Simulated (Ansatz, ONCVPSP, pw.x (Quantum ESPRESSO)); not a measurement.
Si (Z = 14) (diamond): variants of one ONCV potential in the solid

ONCVPSP 4.0.1.1 (patched build) input, shortened (lines: element, Z, core and valence counts, functional; n l f; lmax; l rc ep ncon nbas qcut; lloc lpopt rc5 dvloc0; l nproj debl; icmod fcfact rcfact), PBE, scalar-relativistic:

```
  Si 14.00    3    2        4      upf
    1    0    2.00
    2    0    2.00
    2    1    6.00
    3    0    2.00
    3    1    2.00
    2
    0    1.80    0.00    4    7    4.70
    1    1.80    0.00    4    8    4.30
    2    1.70    0.27    4    7    5.70
    4    5    1.40    3.00
    0    3    2.60
    1    2    3.60
    2    2    3.60
    0    0.00    0.00
```

Crystal test: diamond Si in pw.x 7.5, no spin, 8³ k-points, Fermi–Dirac smearing 0.01 Ry, cutoffs set for each file from its atomic test. The reference is all-electron LAPW (Ansatz 0.2.0) with the same functional, mesh and smearing; V0 and B0 come from Birch–Murnaghan fits to the pressures at five volumes. Errors are pseudo minus all-electron; Δ is the rms difference of the E(V) curves that follow from these fits, minima aligned, over ±6 % about the mean V0. Mesh and smearing are coarse, so the numbers serve the comparison and aren't converged zero-temperature values; the lattice is a test structure that the element need not adopt.

All-electron: a0 = 5.469 Å (V0 = 20.45 Å³/atom), B0 = 88.5 GPa.

2 further variants are left out: they gave no file fit for a test, a broken result, the same result as the base, or pressures whose basis-set error rivals the error shown.

```csv
change,cutoffs (Ry),pw.x,a0 (Å),a0 error (%),B0 error (%),Δ (meV/atom),mean pressure error (GPa)
base,35/140,converged,5.472,+0.05,-1.3,0.6,+0.14
"local potential polynomial inside 1.40 bohr (lpopt 5, dvloc0 4 Ha)",35/140,converged,5.473,+0.06,-1.3,0.7,+0.15
"core correction Teter function, fcfact 4.5, rcfact 1.5",50/200,converged,5.459,-0.18,+2.0,2.2,-0.49
```

Give the row for: local potential polynomial inside 1.50 bohr (lpopt 5, dvloc0 0 Ha).

pw.x: converged; mean pressure error (GPa): +0.12; a0 (Å): 5.472; a0 error (%): +0.05; B0 error (%): -1.3; Δ (meV/atom): 0.5.
